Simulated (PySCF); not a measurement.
What the low excited states add to the polarisability

Compound: ammonium, NH4 (charge +1).
InChI=1S/H3N/h1H3/p+1

The calculation used TDDFT B3LYP/def2-SVPD, vertical, gas phase, core orbitals frozen in the response (PySCF). Geometry: PBE0-D3(BJ)/def2-SVP; no solvent, vibrations or thermal averaging.

Computed singlets:

```csv
state,E (eV),f
S1,14.89,0.133
S2,14.89,0.133
S3,14.89,0.133
S4,16.64,0.0000
S5,16.64,0.0000
S6,16.64,0.0000
S7,16.83,0.0000
S8,16.83,0.0000
S9,17.22,0.198
S10,17.22,0.198
```

Q: Build the mean polarisability up from these states and compare it with the full response value.

A: Each state adds f / ΔE² (ΔE in hartree, 27.2114 eV).

```json
{"state": "S1", "f/ΔE² (au)": "0.45", "running sum (au)": "0.45", "running share of α (%)": "4.8"}
{"state": "S2", "f/ΔE² (au)": "0.45", "running sum (au)": "0.89", "running share of α (%)": "9.7"}
{"state": "S3", "f/ΔE² (au)": "0.45", "running sum (au)": "1.34", "running share of α (%)": "14.5"}
{"state": "S4", "f/ΔE² (au)": "0.00", "running sum (au)": "1.34", "running share of α (%)": "14.5"}
{"state": "S5", "f/ΔE² (au)": "0.00", "running sum (au)": "1.34", "running share of α (%)": "14.5"}
{"state": "S6", "f/ΔE² (au)": "0.00", "running sum (au)": "1.34", "running share of α (%)": "14.5"}
{"state": "S7", "f/ΔE² (au)": "0.00", "running sum (au)": "1.34", "running share of α (%)": "14.5"}
{"state": "S8", "f/ΔE² (au)": "0.00", "running sum (au)": "1.34", "running share of α (%)": "14.5"}
{"state": "S9", "f/ΔE² (au)": "0.50", "running sum (au)": "1.83", "running share of α (%)": "19.9"}
{"state": "S10", "f/ΔE² (au)": "0.50", "running sum (au)": "2.33", "running share of α (%)": "25.3"}
```

The full response gives 9.19 au (1.36 Å³), so 6.9 au comes from the higher roots of the same equations.

Q: By how much does the contribution of these states grow at 632.8 nm?

A: With ω = 0.0720 hartree each state's term in the mean polarisability goes from f / ΔE² to f / (ΔE² − ω²); the sum over all 10 states goes from 2.33 to 2.36 au, a rise of 0.04 au.

A one-level model with all 8 active electrons at a single energy would need ΔE = √(N/α) = 25.4 eV to give this α, against S1 at 14.89 eV.

The run took 3.0 s of wall time on one thread of an Arm Neoverse V1, on a shared host.
